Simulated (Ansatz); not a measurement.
# C2H6O: the cost of one run

Program: Ansatz 0.2.0 through its Python package. The levels of theory stand in the script. These are calculated values, not measurements.

### Step 1. The system

Bond lengths: C1–O2 1.421 Å, O2–C3 1.421 Å, C1–H4 1.094 Å, C1–H5 1.094 Å, C1–H6 1.093 Å, C3–H7 1.094 Å, C3–H8 1.093 Å, C3–H9 1.094 Å. Angles: C1–O2–C3 111.5°, O2–C1–H4 110.5°, O2–C1–H5 110.5°, O2–C1–H6 108.4°, H4–C1–H5 110.1°, H4–C1–H6 108.6°, H5–C1–H6 108.6°, O2–C3–H7 110.5°, O2–C3–H8 108.4°, O2–C3–H9 110.5°, H7–C3–H8 108.6°, H7–C3–H9 110.1°, H8–C3–H9 108.6°.

The script holds or builds the structure itself.

### Step 2. The code

c2h6o_methods.py reads:

```python
"""C2H6O at several levels of theory."""

from pathlib import Path
import logging
import sys

import ansatz as az
import numpy as np
from rdkit import Chem
from rdkit.Chem import AllChem

logging.basicConfig(stream=sys.stdout, format="%(levelname)s:%(name)s:%(message)s")
logger = logging.getLogger("c2h6o")
logger.setLevel(logging.INFO)

# start geometry from RDKit
rd = Chem.AddHs(Chem.MolFromSmiles("COC"))
AllChem.EmbedMolecule(rd, randomSeed=933)
AllChem.UFFOptimizeMolecule(rd)
molecule = az.Crystal.molecule()
for atom, xyz in zip(rd.GetAtoms(), rd.GetConformer().GetPositions()):
    molecule = molecule.atom(atom.GetSymbol(), xyz.round(5).tolist())

job = molecule.calculation().basis(gaussian="def2-SVP")

logger.info("functional    E (Ha)        dipole (D)   HOMO (eV)  LUMO (eV)")
for name in ["hf", "cam_b3lyp", "r2scan0", "b3lyp", "r2scan", "lda"]:
    report = job.functional(name).forces().orbitals().run(threads=1, runs_dir="runs").report
    lines = Path(report["orbitals_path"]).read_text().splitlines()
    field_of = lambda key: [line.split("=")[1].strip() for line in lines if line.startswith(key)]
    orbitals = [(27.211386 * float(e), s, float(n)) for e, s, n in zip(field_of("Ene="), field_of("Spin="), field_of("Occup="))]
    homo = max(e for e, _, n in orbitals if n > 0.5)
    lumo = min(e for e, _, n in orbitals if n < 0.5)
    dipole = 4.803205 * np.linalg.norm(report["charge_distribution"]["dipole_moment_e_ang"])
    logger.info(f"{name:10s} {report['free_energy_ev'] / 27.211386246:14.6f} {dipole:9.3f} {homo:11.3f} {lumo:10.3f}")
```

### Step 3. The run

Command:

```sh
$ python c2h6o_methods.py
```

Q: Estimate wall time and peak memory on 1 thread of AMD EPYC 7R43 (Zen 3), shared host.

About 12 s, with a peak of 0.26 GiB.
